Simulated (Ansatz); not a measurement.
in.yaml

```yaml
crystal:
  periodic: [false, false, false]
  atoms:
    - {symbol: Ge, position_ang: [0.000000, 0.000000, 0.000000]}
    - {symbol: Al, position_ang: [0.000000, 0.000000, 5.519000]}
basis:
  gaussian: {orbitals: cc-pVDZ}
magnetization: {spin_polarized: false, initial_magnetization: 3}
correlation: {method: fic_mrcisd_q, electrons: outside_noble_gas, active_space: {window: {electrons: 5, orbitals: 5}}}
```

```sh
$ ansatz run in.yaml --threads 1 --pin off --events-out ev --progress --plain --max-ram 2393MiB
```

Output:

```
511 factors; integrals over basis functions are off by at most 2.2e-4 eV
mean field evaluation 1: about -63050.6790 eV, gradient 7.4e0 eV
mean field evaluation 2: about -63050.6801 eV, gradient 7.4e0 eV
mean field evaluation 4: about -63050.7831 eV, gradient 6.0e0 eV
mean field evaluation 8: about -63050.7834 eV, gradient 6.0e0 eV
mean field evaluation 16: about -63053.1354 eV, gradient 2.7e-6 eV
mean field evaluation 32: about -63053.1071 eV, gradient 1.9e-6 eV
mean field evaluation 64: about -63053.1056 eV, gradient 6.3e-2 eV
mean field evaluation 96: about -63053.1352 eV, gradient 3.3e-2 eV
mean field evaluation 128: about -63053.0771 eV, gradient 6.5e-2 eV
mean field evaluation 160: about -63053.1105 eV, gradient 1.8e-1 eV
...
contracted CI cycle   2: correlation -2.38438585 eV, -0.0876245639 hartree, residual 1.54e0 eV
contracted CI cycle   3: correlation -2.48525172 eV, -0.0913313162 hartree, residual 4.30e-1 eV
contracted CI cycle   4: correlation -2.49301290 eV, -0.0916165342 hartree, residual 1.25e-1 eV
contracted CI cycle   5: correlation -2.49371426 eV, -0.0916423088 hartree, residual 4.24e-2 eV
contracted CI cycle   6: correlation -2.49378620 eV, -0.0916449526 hartree, residual 1.44e-2 eV
contracted CI cycle   7: correlation -2.49379632 eV, -0.0916453244 hartree, residual 7.21e-3 eV
contracted CI cycle   8: correlation -2.49380109 eV, -0.0916454998 hartree, residual 7.15e-3 eV
contracted CI cycle   9: correlation -2.49380435 eV, -0.0916456195 hartree, residual 4.40e-3 eV
contracted CI cycle  10: correlation -2.49380501 eV, -0.0916456439 hartree, residual 1.51e-3 eV
contracted CI cycle  11: correlation -2.49380508 eV, -0.0916456463 hartree, residual 5.08e-4 eV
state -63053.46114400 eV, -2317.1719578710 hartree; corrected -63056.20157997 eV, -2317.2726670352 hartree
state -63053.46400487 eV, -2317.1720630059 hartree; corrected -63056.25610326 eV, -2317.2746707292 hartree
WARN: the results are in doubt because another end's mean lies 0.025 eV lower, and its corrected mean 0.022 eV higher
Total energy: -63056.25610326 eV, -2317.2746707292 hartree
In doubt: another end's mean lies 0.025 eV lower, and its corrected mean 0.022 eV higher
```

Ran on 1 thread of Arm Neoverse V1, shared host: 21 s wall, 0.17 GiB peak host memory.
